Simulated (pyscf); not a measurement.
Structures and frequencies: ωB97X-D3(BJ)/def2-SVP in PySCF.

Task: For the elementary gas-phase step F–Si(SiH₃)(SiH₃)–SiH₃ + SiH₂ [singlet] → F–Si(SiH₃)(SiH₃)–SiH₂–SiH₃ (singlet surface; H–Si broken, Si–Si, H–Si formed), what barrier and reaction energy does ωB97M-D3(BJ)/def2-TZVP give, measured from the separated reactants?

Result: ΔE‡ = -0.10 eV, ΔE = -2.42 eV. Zero-point energy shifts the barrier by +0.07 eV. It is an insertion, with an imaginary mode of 235i cm⁻¹. On the reactant side the descent ends in an adduct with a F–Si contact (not fully relaxed), 0.60 eV under the separated species and 0.40 eV under the saddle at ωB97X-D3(BJ)/def2-TZVP. At ωB97M-D3(BJ) the saddle lies under the separated reactants, which points to a path from their complex (located at ωB97X-D3(BJ) alone). At ωB97X-D3(BJ)/def2-TZVP the barrier from the zero used here is -0.20 eV. One saddle was located; it need not be the lowest between these sides.
